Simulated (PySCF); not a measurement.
# SiO2: PBE0 against B3LYP

Base calculation in PySCF with density fitting and no spin–orbit coupling, PBE0/def2-TZVP (no relativity): singlet, D∞h, Si–O 1.506 Å (×2); wavenumbers 299 (×2), 1015, 1471 cm⁻¹; gap between the highest occupied and lowest empty levels 6.49 eV, polar-tensor charge of Si 1.15 e, atomisation energy (no zero-point energy) 1189 kJ/mol.

Problem. What changes on going to B3LYP/def2-TZVP (no relativity)?

Solution. The point group stays the same. Changes: mean bond to Si +0.004 Å, highest wavenumber -22 cm⁻¹, lowest wavenumber -7 cm⁻¹, gap between the highest occupied and lowest empty levels -0.62 eV, polar-tensor charge of Si -0.02 e, atomisation energy (no zero-point energy) +19 kJ/mol. The new structure has Si–O 1.510 Å (×2), with wavenumbers 292 (×2), 999, 1449 cm⁻¹.

Only the bonding shown was studied: isomers, or loss of a ligand pair, can lie lower.
